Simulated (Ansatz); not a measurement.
Input file for Ansatz (a quantum-chemistry and plane-wave program): U-CCSD(T)/aug-cc-pVDZ on OHCH4ts, 2S+1 = 2.

Ansatz 0.2 input:
```yaml
crystal:
  periodic: [false, false, false]
  atoms:
    - {symbol: C, position_ang: [-1.21148700, 0.00796800, 0.00040700]}
    - {symbol: O, position_ang: [1.29396500, -0.10869400, 0.00013300]}
    - {symbol: H, position_ang: [0.00947600, -0.11802000, 0.00279900]}
    - {symbol: H, position_ang: [-1.52552900, -0.23325000, 1.01007000]}
    - {symbol: H, position_ang: [-1.43066500, 1.03323300, -0.27808200]}
    - {symbol: H, position_ang: [-1.55271000, -0.71011400, -0.73770200]}
    - {symbol: H, position_ang: [1.41663600, 0.84989400, -0.00059100]}
basis:
  gaussian:
    orbitals: aug-cc-pVDZ
magnetization: {spin_polarized: true, initial_magnetization: 1}
correlation: {method: ccsd_t, electrons: outside_noble_gas}
scf: {omitted_lower_state_checks: [cluster_reference]}
```

Program output:

```
Functional definition: HF
[...]
these checks for a lower state are left out or cut short: cluster_reference
integrals: 0.16 GiB planned
874 factors; integrals over basis functions are off by at most 9.1e-4 eV
mean field: 0.20 GiB planned
mean field evaluation 1: about -3141.8596 eV, gradient 2.3e1 eV
mean field evaluation 2: about -3141.8594 eV, gradient 2.3e1 eV
mean field evaluation 4: about -3144.4049 eV, gradient 3.1e0 eV
mean field evaluation 8: about -3144.6035 eV, gradient 2.3e-1 eV
mean field evaluation 16: about -3144.5950 eV, gradient 7.8e-1 eV
mean field -3144.60564795 eV, -115.5621260719 hartree, gradient 5.4e-6 eV, S^2 0.788402; 3 other end points of the search recorded, 0 dependent functions left out
2 core orbitals not correlated
reference -3144.60564795 eV, -115.5621260719 hartree; 8, 7 occupied and 81, 82 virtual orbitals, 874 factors
second order -9.75627939 eV of doubles, -0.00000000 eV of singles
coupled cluster: 0.59 GiB planned
cycle   1  -10.33514756 eV  change   -5.8e-1 eV  update   8.1e-2
cycle   2  -10.66287393 eV  change   -3.3e-1 eV  update   2.9e-2
cycle   3  -10.75696606 eV  change   -9.4e-2 eV  update   1.8e-2
cycle   4  -10.76208474 eV  change   -5.1e-3 eV  update   8.6e-3
cycle   5  -10.76288163 eV  change   -8.0e-4 eV  update   3.8e-3
cycle   6  -10.76477959 eV  change   -1.9e-3 eV  update   1.7e-3
cycle   7  -10.76506710 eV  change   -2.9e-4 eV  update   6.1e-4
cycle   8  -10.76504518 eV  change    2.2e-5 eV  update   3.0e-4
cycle   9  -10.76501986 eV  change    2.5e-5 eV  update   1.6e-4
cycle  10  -10.76498311 eV  change    3.7e-5 eV  update   7.2e-5
cycle  11  -10.76500438 eV  change   -2.1e-5 eV  update   3.1e-5
cycle  12  -10.76501782 eV  change   -1.3e-5 eV  update   1.2e-5
perturbative correction -0.30397040 eV, -0.0111707062 hartree
Total energy: -3155.67463617 eV, -115.9689038860 hartree
Checks for a lower state left out: cluster_reference
```

The run converged.

Cost: very roughly 20 core-seconds.
